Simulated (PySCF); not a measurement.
Dimethylsilane, C2H8Si.
SMILES with atom numbers: `[CH3:1][SiH2:2][CH3:3]` (hydrogens: H4, H5, H6 on C1; H7, H8 on Si2; H9, H10, H11 on C3)

Computed by this run: PBE0-D3(BJ)/def2-SVP geometry optimisation, gas phase in PySCF; density fitting, grid level 1; the optimiser is geomeTRIC in internal coordinates, started from a GFN2-xTB structure with every atom displaced at random (about 0.03 Å).

Step 0: E = -10072.1203 eV
```
atom  x, y, z in Å  |  force x, y, z in eV/Å
C1      1.5371    0.4774   -0.1897   -2.149   2.241   0.836
Si2     0.1017   -0.7719    0.0393   -0.009   1.238   0.286
C3     -1.6329    0.0939    0.1213    3.072   0.208   2.825
H4      2.2820    0.5582    0.6116   -0.072  -0.180   0.127
H5      1.0507    1.5348   -0.3030    0.706  -1.488   0.451
H6      2.0303    0.3890   -1.1184    0.935  -0.562  -1.472
H7      0.3876   -1.5103    1.2898   -0.172  -0.268   0.257
H8      0.1676   -1.6892   -1.0931   -0.128  -0.568  -0.512
H9     -2.3779   -0.6039    0.3431   -1.649  -1.494   0.089
H10    -1.6220    0.7908    1.0104    0.093  -0.382  -0.728
H11    -1.8153    0.6511   -0.7325   -0.626   1.254  -2.159
```

Step 1: E = -10072.4922 eV
```
atom  x, y, z in Å  |  force x, y, z in eV/Å
C1      1.4949    0.5202   -0.1953   -0.248   0.430  -0.268
Si2     0.1096   -0.7480    0.0464    0.175   0.008  -0.070
C3     -1.5725    0.0929    0.1432    0.308  -0.054   0.351
H4      2.2269    0.5608    0.6221    0.042  -0.145   0.022
H5      1.0441    1.5269   -0.2670    0.014  -0.043   0.090
H6      2.0234    0.3811   -1.1521    0.075  -0.160   0.120
H7      0.3529   -1.5140    1.3112   -0.048  -0.054  -0.027
H8      0.1287   -1.7100   -1.1040   -0.027  -0.049   0.065
H9     -2.3627   -0.6454    0.3448   -0.087   0.050  -0.190
H10    -1.5549    0.7876    0.9991   -0.060   0.070  -0.058
H11    -1.7816    0.6678   -0.7696   -0.144  -0.054  -0.035
```

Task: Estimate the geometry and energy of step 2. (The exact step hangs on the optimiser's Hessian estimate; all steps are aligned on step 1, rigid shifts and turns removed.)

Result: E = -10072.5122 eV, largest force 0.169 eV/Å
```
atom  x, y, z in Å  |  force x, y, z in eV/Å
C1      1.4893    0.5377   -0.2027   -0.022   0.084  -0.146
Si2     0.1184   -0.7415    0.0444    0.033  -0.022  -0.025
C3     -1.5639    0.0919    0.1535    0.033  -0.033   0.090
H4      2.2207    0.5424    0.6179    0.015  -0.053   0.008
H5      1.0533    1.5468   -0.2615   -0.010   0.038   0.025
H6      2.0300    0.3695   -1.1485    0.010  -0.033   0.090
H7      0.3555   -1.5179    1.3046    0.005  -0.017  -0.019
H8      0.1248   -1.7159   -1.0963   -0.006  -0.005   0.040
H9     -2.3618   -0.6466    0.3336    0.006   0.054  -0.079
H10    -1.5661    0.7975    0.9993   -0.033   0.038  -0.010
H11    -1.7914    0.6559   -0.7653   -0.032  -0.049   0.027
```

The energy changes by -0.0200 eV. The first-order estimate −F·Δx gives -0.0302 eV and the mean of the old and new forces, exact on a quadratic surface, -0.0199 eV. The step makes an angle of 47° with the force vector and moves no atom by more than 0.023 Å.

What follows is the cost of the whole optimisation. On an Arm Neoverse V2 with one thread (shared host), this took 8.6 s of wall time and 0.34 GiB of memory at its peak.
